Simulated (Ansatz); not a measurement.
**Formulas on structure types**

Theory: DFT PBEsol, scalar-relativistic, plane waves, PAW in Ansatz. Settings: cutoff 420 eV, Γ-centred meshes no coarser than 0.19 Å⁻¹ for metals and 0.3 Å⁻¹ for insulators (2π included), Gaussian smearing.

Each formula was placed on the sites of the named type and relaxed at zero pressure without lowering the symmetry. No run is spin-polarised. The smearing is 0.1 eV for metals and 0.01 to 0.02 eV otherwise. The zero of energy is the elements' standard structures at the same level; no fitted shifts are applied.

The k mesh leaves about 4 meV/atom of noise in metals. Weakly bound directions are ill-defined at this level, which has no dispersion term (Br P6_3/mmc, Br P6/mmm).

```tsv
formula	started on type	final group	a or a / b (Å)	c (Å)	V (Å³/atom)	E over elements (eV/atom)	gap on mesh (eV)
Br	samarium (9R)	R-3m	3.82	18.74	26.4	0.43	0.00
Br	beta-tungsten (A15)	Pm-3n	5.76	5.76	23.9	0.48	0.00
Br	trigonal selenium	Pm-3m	3.02	3.02	27.5	0.38	0.00
Br	alpha-boron	R-3m	7.85	25.35	37.6	0.15	0.00
Br	graphite	P6_3/mmc	4.82	8.07	40.6	0.38	0.00
Br	simple hexagonal	P6/mmm	3.82	2.53	31.9	0.10	0.00
Br	dhcp	P6_3/mmc	3.88	8.18	26.6	0.43	0.00
Br	lonsdaleite	P6_3/mmc	4.12	9.39	34.5	0.11	0.26
Br	beta-tin	I4_1/amd	5.57	3.66	28.4	?	0.00
```

(1) E over elements (eV/atom) of Br on the beta-tin type?

## Answers

(1) 0.46